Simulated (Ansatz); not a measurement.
Relaxation of C₃H₅ (8 atoms, charge 0, multiplicity 2), to a largest force component of 0.02 eV/Å in at most 40 steps.

These are results of UKS PBE0-D4/def2-SVP (Ansatz), not measurements.

```xyz
8
Properties=species:S:1:pos:R:3
C -0.969 0.739 -0.865
C -0.175 0.119 -0.146
C 0.749 -0.622 0.665
H -1.424 0.325 -1.731
H -1.255 1.809 -0.666
H 1.273 0.054 1.397
H 1.581 -1.082 0.061
H 0.313 -1.399 1.230
```

Where does it end, and by what steps?

It converged. After 10 steps the energy has fallen by 0.494 eV; C2 moved furthest, 0.51 Å.

```csv
step,energy less start (eV),largest force component (eV/Å),accepted
0,0.0000,3.715,yes
1,-0.2335,1.037,yes
2,-0.0680,1.802,no
3,-0.2484,1.009,yes
4,-0.3012,1.328,yes
5,-0.3605,0.923,yes
6,-0.3709,1.350,yes
7,-0.4817,0.237,yes
8,-0.4843,0.266,yes
9,-0.4933,0.055,yes
10,-0.4937,0.011,yes
```

```xyz
8
Properties=species:S:1:pos:R:3
C -0.961 0.684 -0.869
C -0.230 -0.308 -0.411
C 0.758 -0.609 0.626
H -1.644 0.565 -1.717
H -0.917 1.689 -0.416
H 0.990 0.286 1.235
H 1.702 -0.971 0.187
H 0.395 -1.394 1.309
```

Whether the end is a true minimum wasn't checked by a vibrational analysis.

Time of the run: 32 s on 1 thread of Arm Neoverse V1 (shared host), peak memory 0.14 GiB.
